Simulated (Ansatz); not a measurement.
# LiMgH (singlet): wave-function methods side by side at distance Li1–Mg2 = 9.610 Å, cc-pVTZ

How much of the correlation energy of LiMgH (singlet) does each wave-function method recover here?

Computed with Ansatz 0.2.0, Gaussian basis. Level: cc-pVTZ, core rule «outside noble gas», up to 6 orbitals frozen.

To be run: UHF; CCSD(T) on RHF; CCSD(T) on UHF; BCCD(T) on RHF; CCSDT(Q) on RHF; CCSDT(Q) on UHF; Full CI.

39 further runs of the same task are left out: 22 for a known fault of the program, 9 that didn't finish, 8 set aside as unsound or not needed. Runs told in other sessions of the task aren't counted.

**1. What is computed**

The geometry derives from a PBE0/def2-TZVP stationary point (not a proven minimum). One bond is set to the value named and the two fragments are kept rigid.

3 atoms, charge 0, spin multiplicity 1.

Atoms are counted from 1 here; the program's logs count them from 0.

Bond lengths: Mg2–H3 1.746 Å.

**2. UHF**

in.yaml reads:

```yaml
crystal:
  periodic: [false, false, false]
  atoms:
    - {symbol: Li, position_ang: [0.000000, 0.000000, 6.988767]}
    - {symbol: Mg, position_ang: [0.000000, 0.000000, -2.621233]}
    - {symbol: H, position_ang: [0.000000, 0.000000, -4.367533]}
basis:
  gaussian: {orbitals: cc-pVTZ}
magnetization: {spin_polarized: true, initial_magnetization: 0}
hamiltonian: {xc: hf}
output: {orbitals: {seedname: orbitals}}
```

Command:

```
$ ansatz run in.yaml --threads 1 --pin off --events-out ev --progress --plain --max-ram 2393MiB
```

After this run come: CCSD(T) on RHF; CCSD(T) on UHF; BCCD(T) on RHF; CCSDT(Q) on RHF; CCSDT(Q) on UHF; Full CI.

Q: Predict the results of all the runs planned. Wanted: FCI from the RHF energy; RMP2 from FCI; UMP2 from FCI; RCCSD from FCI; RCCSD(T) from FCI; UCCSD(T) from FCI; RCCSDT(Q) from FCI; UCCSDT(Q) from FCI; T1 diagnostic.

As calculated:

| quantity | value |
| --- | --- |
| FCI from the RHF energy | -3.6331 eV |
| RMP2 from FCI | +17.78 kcal/mol |
| UMP2 from FCI | +6.72 kcal/mol |
| RCCSD from FCI | +3.66 kcal/mol |
| RCCSD(T) from FCI | -1.73 kcal/mol |
| UCCSD(T) from FCI | +0.10 kcal/mol |
| RCCSDT(Q) from FCI | +0.02 kcal/mol |
| UCCSDT(Q) from FCI | -0.04 kcal/mol |
| levels within 1 kcal/mol (43 meV) | UCCSD, UCCSD(T), RCCSDT, UCCSDT, RCCSDT(Q), UCCSDT(Q) |
| T1 diagnostic | 0.118 |
| effectively unpaired electrons | 2.02 |

RCCSD(T) lands -1.73 kcal/mol from the yardstick (2.1 % of the correlation energy). CCSD(T) misses by -1.73 kcal/mol on the restricted determinant and by +0.10 kcal/mol on the unrestricted one; the two need not hold the same state or core. RCCSD(T), BCCD(T) fall below full CI, which methods that aren't variational can do. With 2.0 effectively unpaired electrons against 0 the state is strongly multireference. Coupled cluster on one determinant still stays close here. These misses are within one basis, not against nature.
